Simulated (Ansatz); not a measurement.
Relaxation of C₃H₆FNO (12 atoms, charge 0, multiplicity 1), to a largest force component of 0.02 eV/Å in at most 40 steps.

These are results of RKS BLYP-D4/STO-3G (Ansatz 0.2.0), not measurements.

```xyz
12
Properties=species:S:1:pos:R:3
C 0.040 -1.691 1.045
C 0.324 -0.541 0.052
O -0.677 0.505 0.192
C -0.415 1.588 -0.605
N 0.460 1.686 -1.483
F -1.363 2.598 -0.509
H 0.735 -2.466 0.959
H -0.977 -2.017 0.839
H 0.003 -1.250 2.103
H 1.331 -0.147 0.293
H 0.284 -0.930 -0.949
H 0.334 2.609 -1.903
```

Q: Where does it end, and by what steps?

A: It converged. Limits of this set-up: minimal basis. After 7 steps the energy has fallen by 0.988 eV; H12 moved furthest, 0.15 Å.

| step | energy less start (eV) | largest force component (eV/Å) | accepted |
| --- | --- | --- | --- |
| 0 | 0.0000 | 6.204 | yes |
| 1 | -0.8566 | 2.234 | yes |
| 2 | -0.9187 | 1.158 | yes |
| 3 | -0.9678 | 0.992 | yes |
| 4 | -0.9865 | 0.210 | yes |
| 5 | -0.9871 | 0.230 | yes |
| 6 | -0.9870 | 0.078 | no |
| 7 | -0.9881 | 0.018 | yes |

```xyz
12
Properties=species:S:1:pos:R:3
C 0.000 -1.676 1.072
C 0.326 -0.529 0.059
O -0.731 0.532 0.258
C -0.474 1.626 -0.634
N 0.558 1.658 -1.496
F -1.461 2.581 -0.424
H 0.751 -2.485 0.966
H -1.007 -2.095 0.874
H 0.031 -1.295 2.112
H 1.340 -0.093 0.245
H 0.299 -0.896 -0.998
H 0.445 2.616 -1.998
```

Time of the run: 14 s on 1 thread of Intel(R) Xeon(R) Platinum 8375C CPU @ 2.90GHz (Ice Lake), with other jobs on the host, peak memory 0.15 GiB.
